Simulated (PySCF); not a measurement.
Which level of theory gave which numbers?

C₃H₈O₂S.
SMILES: `CCS(C)(=O)=O`

The closed-shell ground state was solved 6 times with PySCF (density fitting, gas phase), always with PBE0, in these basis sets: IGLO-III, aug-cc-pVDZ, cc-pVDZ, cc-pVTZ, pcSseg-0 and pcSseg-1. Geometry: PBE0-D3(BJ)/def2-SVP, one conformer, isolated molecule.

| row | total energy (Eh) | HOMO (eV) | LUMO (eV) | dipole (D) |
| --- | --- | --- | --- | --- |
| P | -667.4416 | -8.31 | 0.33 | 4.43 |
| Q | -667.2286 | -8.23 | 0.84 | 4.52 |
| R | -667.2767 | -7.92 | 1.27 | 4.29 |
| S | -667.4217 | -8.20 | 0.71 | 4.41 |
| T | -666.0076 | -8.01 | 1.33 | 4.99 |
| U | -667.3123 | -8.21 | -0.36 | 4.54 |

**Question.** Which basis belongs to which row?

**Answer.** P = IGLO-III, Q = pcSseg-1, R = cc-pVDZ, S = cc-pVTZ, T = pcSseg-0, U = aug-cc-pVDZ. From the lowest total energy up: IGLO-III (299 functions) 0 eV; cc-pVTZ (296 functions) +0.54 eV; aug-cc-pVDZ (214 functions) +3.52 eV; cc-pVDZ (128 functions) +4.49 eV; pcSseg-1 (149 functions) +5.80 eV; pcSseg-0 (74 functions) +39.02 eV.

Conformer computed: `[CH3:1][CH2:2][S:3]([CH3:4])(=[O:5])=[O:6]`: C1–C2–S3–C4 -179°.
